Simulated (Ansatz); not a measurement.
K2ZnTe2 (Ibam, No. 72; cell taken from a computed entry) was calculated with LDA in Ansatz (PAW).

Settings: plane-wave cutoff 520 eV, 8×8×8 k mesh, Fermi–Dirac smearing 0.01 eV, scalar-relativistic PAW data made under PBE.

Cell (relaxed with PBEsol):

```yaml
crystal:
  lattice:
    - [-3.60760, 6.96326, 3.44406]
    - [3.60760, -6.96326, 3.44406]
    - [3.60760, 6.96326, -3.44406]
  atoms:
    - { symbol: K, position: [0.85978, 0.68364, 0.54342] }
    - { symbol: K, position: [0.14022, 0.31636, 0.45658] }
    - { symbol: K, position: [0.64022, 0.18364, 0.82385] }
    - { symbol: K, position: [0.35978, 0.81636, 0.17615] }
    - { symbol: Zn, position: [0.75000, 0.75000, 0.00000] }
    - { symbol: Zn, position: [0.25000, 0.25000, 0.00000] }
    - { symbol: Te, position: [0.60742, 0.69400, 0.30142] }
    - { symbol: Te, position: [0.39258, 0.30600, 0.69858] }
    - { symbol: Te, position: [0.89258, 0.19400, 0.08658] }
    - { symbol: Te, position: [0.10742, 0.80600, 0.91342] }
```

Problem. Estimate the band gap and smallest direct gap on the k points sampled that the calculation returns.

Solution. 
- band gap = 1.95 eV
- smallest direct gap on the k points sampled = 1.98 eV

Note: cell and atoms aren't relaxed at this level (pressure -1.3 GPa); this cell isn't known to be the ambient phase, and symmetry holds it in the calculation.

Spin–orbit coupling is not included; with these elements it can move the gap by several tenths of an eV or more.

Static lattice: no zero-point or thermal effects.

Ansatz is an electronic-structure program.
